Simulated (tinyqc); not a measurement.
Inside a calculation. Method: LCCD on RHF in the sto-6g basis, frozen core, for HF, spin multiplicity 1. One step of it, computed by the program tinyqc.

Question. LCCD: starting amplitudes. t_ij^ab = <ij||ab> / (e_i + e_j - e_a - e_b), whose energy is MP2.

orbital energies (hartree): MO1 -26.254537, MO2 -1.443055, MO3 -0.533087, MO4 -0.471191, MO5 -0.471191, MO6 0.442137

Two-electron integrals over orbitals (pq|rs), unique and non-zero (hartree); the lowest 1 orbital is frozen and left out:
```
(22|22) 0.868719    (32|22) -0.039983   (32|32) 0.145710    (33|22) 0.721751
(33|32) -0.026193   (33|33) 0.711866    (42|42) 0.186933    (43|42) -0.033470
(43|43) 0.039707    (44|22) 0.891572    (44|32) -0.072195   (44|33) 0.710219
(44|44) 0.998085    (52|52) 0.186933    (53|52) -0.033470   (53|53) 0.039707
(54|54) 0.053789    (55|22) 0.891572    (55|32) -0.072195   (55|33) 0.710219
(55|44) 0.890506    (55|55) 0.998085    (62|22) -0.104668   (62|32) -0.066248
(62|33) -0.027800   (62|44) -0.102223   (62|55) -0.102223   (62|62) 0.092426
(63|22) -0.211011   (63|32) 0.088050    (63|33) -0.105591   (63|44) -0.226575
(63|55) -0.226575   (63|62) 0.045429    (63|63) 0.210284    (64|42) -0.033907
(64|43) -0.019826   (64|64) 0.029724    (65|52) -0.033907   (65|53) -0.019826
(65|65) 0.029724    (66|22) 0.655894    (66|32) 0.056399    (66|33) 0.661086
(66|44) 0.634974    (66|55) 0.634974    (66|62) -0.060225   (66|63) -0.019090
(66|66) 0.695517
```

Give: Starting amplitudes; correlation energy.

Answer.

Starting amplitudes (spin orbitals 1a, 1b, ...; amplitudes related by a flip of all spins are not repeated):
```
from      to       t
3a 3b  6a 6b  -0.108
2a 2b  6a 6b  -0.025
5a 5b  6a 6b  -0.016
4a 4b  6a 6b  -0.016
2a 3b  6a 6b  -0.016
```

correlation energy = -0.02735 hartree
